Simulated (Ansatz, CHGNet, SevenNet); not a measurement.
# Lattice parameter c of 1T (CdI2-type) TiTe2 at several levels of theory

No measured value is used here.

```
level (code)           value (Å)
---------------------  ---------
CHGNet 0.3.0               7.503
SevenNet-0                 7.266
SevenNet-l3i5              7.084
LDA (Ansatz)               6.337
PBE (Ansatz)               6.963
PBEsol (Ansatz)            6.444
PBE-D3(BJ) (Ansatz)        6.384
r²SCAN (Ansatz)            6.906
r²SCAN+rVV10 (Ansatz)      6.616
```

CHGNet 0.3.0, SevenNet-0: the cell has another shape than the first-principles one, perhaps another minimum in the same group. LDA: LDA has no dispersion term either, though it tends to give short spacings of layers, chains or molecules. PBE, r²SCAN: for a layered or molecular solid the relaxed cell lies over 5 % above the published volume, where the minimum can be shallow. PBE, PBEsol, r²SCAN: the cell comes from a level without a dispersion term, which matters for the spacing of layers, chains or molecules. Cutoffs differ between the levels. Ansatz's density-functional and Hartree–Fock values are scalar-relativistic unless marked +SOC, with PAW data made under PBE.

Machine-learned potentials (CHGNet 0.3.0, SevenNet-0, SevenNet-l3i5) are trained on DFT data: a solid inside that data is no test of them.

Ansatz is a program for electronic structure.
